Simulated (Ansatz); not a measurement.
# SiH₂ (singlet): from Hartree-Fock to the top rungs at scale of all distances = 0.864, cc-pVDZ

Aim: climb from Hartree-Fock through coupled cluster and multireference methods for SiH₂ (singlet) at one geometry and basis, and see what each rung misses.

Computed with Ansatz 0.2.0, Gaussian basis. Level: cc-pVDZ, core rule «outside noble gas», up to 5 orbitals frozen.

Plan: UHF; CCSD(T) on RHF; CCSD(T) on UHF; BCCD(T) on RHF; CISD; CCSDT(Q) on RHF; CCSDT(Q) on UHF; CISDTQ; CCSDTQ on RHF; CASSCF and MRCISD+Q, 2 electrons in 2 orbitals; CASSCF and NEVPT2, 2 electrons in 2 orbitals; CASSCF and MRCISD+Q, 6 electrons in 6 orbitals; CASSCF and NEVPT2, 6 electrons in 6 orbitals; Full CI.

16 further runs of the same task are left out: 2 for a mislabelled method, 10 that didn't finish, 4 set aside as unsound or not needed.

### 1 The geometry

The geometry derives from a PBE0/def2-TZVP stationary point (not a proven minimum). All distances are scaled together.

3 atoms, charge 0, spin multiplicity 1.

Atoms are counted from 1 here; the program's logs count them from 0.

Bond lengths: Si1–H2 1.318 Å, Si1–H3 1.318 Å. Angles: H2–Si1–H3 91.2°.

### 2 UHF

in.yaml

```yaml
crystal:
  periodic: [false, false, false]
  atoms:
    - {symbol: Si, position_ang: [0.000000, -0.061756, 0.000000]}
    - {symbol: H, position_ang: [0.000000, 0.860395, -0.941770]}
    - {symbol: H, position_ang: [0.000000, 0.860395, 0.941770]}
basis:
  gaussian: {orbitals: cc-pVDZ}
magnetization: {spin_polarized: true, initial_magnetization: 0}
hamiltonian: {xc: hf}
output: {orbitals: {seedname: orbitals}}
```

Run with:

```sh
$ ansatz run in.yaml --threads 1 --pin off --events-out ev --progress --plain --max-ram 2393MiB
```

After this run come: CCSD(T) on RHF; CCSD(T) on UHF; BCCD(T) on RHF; CISD; CCSDT(Q) on RHF; CCSDT(Q) on UHF; CISDTQ; CCSDTQ on RHF; CASSCF and MRCISD+Q, 2 electrons in 2 orbitals; CASSCF and NEVPT2, 2 electrons in 2 orbitals; CASSCF and MRCISD+Q, 6 electrons in 6 orbitals; CASSCF and NEVPT2, 6 electrons in 6 orbitals; Full CI.

**Question.** What will the summary of the whole plan be? Wanted: FCI below the RHF energy; RMP2 from FCI; RCCSD from FCI; RCCSD(T) from FCI; RCCSDT(Q) from FCI; NEVPT2 pair from FCI; MRCISD+Q pair from FCI; NEVPT2 valence from FCI; T1 diagnostic.

As calculated:

```
                         quantity                                                                                   value
         FCI below the RHF energy                                                                              -3.2243 eV
                    RMP2 from FCI                                                                              +825.3 meV
                   RCCSD from FCI                                                                               +72.4 meV
                RCCSD(T) from FCI                                                                               +17.4 meV
               RCCSDT(Q) from FCI                                                                                +0.6 meV
             NEVPT2 pair from FCI                                                                              +717.4 meV
           MRCISD+Q pair from FCI                                                                               -14.9 meV
          NEVPT2 valence from FCI                                                                              +664.9 meV
levels within 1 kcal/mol (43 meV)  RCCSD(T), BCCD(T), RCCSDT, CISDTQ, RCCSDT(Q), RCCSDTQ, MRCISD+Q pair, MRCISD+Q valence
                    T1 diagnostic                                                                                   0.012
   effectively unpaired electrons                                                                                    0.08
```

RCCSD(T) misses by +17.4 meV, 0.5 % of the correlation energy. MRCISD+Q pair falls below full CI: the +Q correction isn't variational, and the cores differ from full CI's. One determinant dominates. Of the multireference levels listed MRCISD+Q valence comes nearest in total energy (+6.5 meV), which doesn't show that its space is the better one. These misses are within one basis, not against nature.
